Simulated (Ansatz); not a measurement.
**How methods differ on CH8Si2 (SMILES [SiH3]C[SiH3])**

The species is CH8Si2 (11 atoms), meant as a singlet with charge 0. As SMILES, `[SiH3]C[SiH3]`. The shape was relaxed beforehand at r2SCAN/def2-SVP.

```xyz
11

Si   -1.1738    1.0462   -0.3496
C    -0.2831   -0.6143   -0.3613
Si    1.3510   -0.6616    0.5758
H    -2.4539    0.9719   -1.1189
H    -0.3113    2.1004   -0.9655
H    -1.4871    1.4555    1.0535
H    -0.9569   -1.3798    0.0643
H    -0.0977   -0.9087   -1.4102
H     1.1330   -0.3166    2.0139
H     2.3095    0.3277   -0.0050
H     1.9702   -2.0207    0.5030
```

Each level gives the dissociation energy of the H7–C2 bond into doublet H and doublet CH7Si2 (shapes relaxed at r2SCAN/def2-SVP, no zero-point term) (eV). The values are calculated.

```csv
level,kind,program,value (eV)
HF/def2-SVP,Hartree–Fock,Ansatz,3.43
SVWN5/def2-SVP,LDA,Ansatz,4.96
PBE/def2-SVP,GGA,Ansatz,4.41
r2SCAN/def2-SVP,meta-GGA,Ansatz,4.37
PBE0-D4/def2-SVP,global hybrid,Ansatz,4.45
CAM-B3LYP/def2-SVP,range-separated hybrid,Ansatz,4.49
B2PLYP/def2-SVP,double hybrid,Ansatz,4.46
RPA@PBE/def2-SVP,RPA,Ansatz,4.46
```

The values span 3.43 to 4.96 eV. Hartree–Fock misses the correlation of the electron pair that is broken and comes out low. Measured bond enthalpies also hold zero-point and thermal terms, a few tenths of an eV less.
